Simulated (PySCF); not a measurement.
Gas-phase thermal properties of C2F4

Computed with PySCF (xtb for GFN2) and rigid-rotor harmonic-oscillator thermochemistry at 1 bar. Table values come from the NASA 1993 polynomials. 6-31G* has spherical d functions here. All species are closed-shell singlets. B3LYP is the form with VWN-RPA correlation. The harmonic model lacks anharmonicity and excited electronic states, which grow with temperature; levels with a mode under 35 cm⁻¹ are left out. The table's entry may be an old estimate for C2F4 (not checked at source).

```tsv
level	point group	σ	ZPE (kJ/mol)	S°298 (J/mol/K)	Cp298 (J/mol/K)	S°1000 (J/mol/K)	H1000 − H298 (kJ/mol)
table	-	-	-	300.0	80.6	424.1	74.8
B3LYP/6-31G*	D2h	4	56.6	300.4	80.3	424.1	74.5
GFN2-xTB	D2h	4	52.0	305.7	83.9	432.8	76.3
HF/6-31G*	D2h	4	63.1	294.5	75.7	413.6	72.0
PBE/def2-SVP	D2h	4	55.2	301.8	81.2	426.4	75.1
PBE0/def2-TZVP	D2h	4	57.8	298.4	79.0	421.1	74.0
```
σ: rotational symmetry number. Electronic degeneracy used: 1. Frequencies are unscaled.
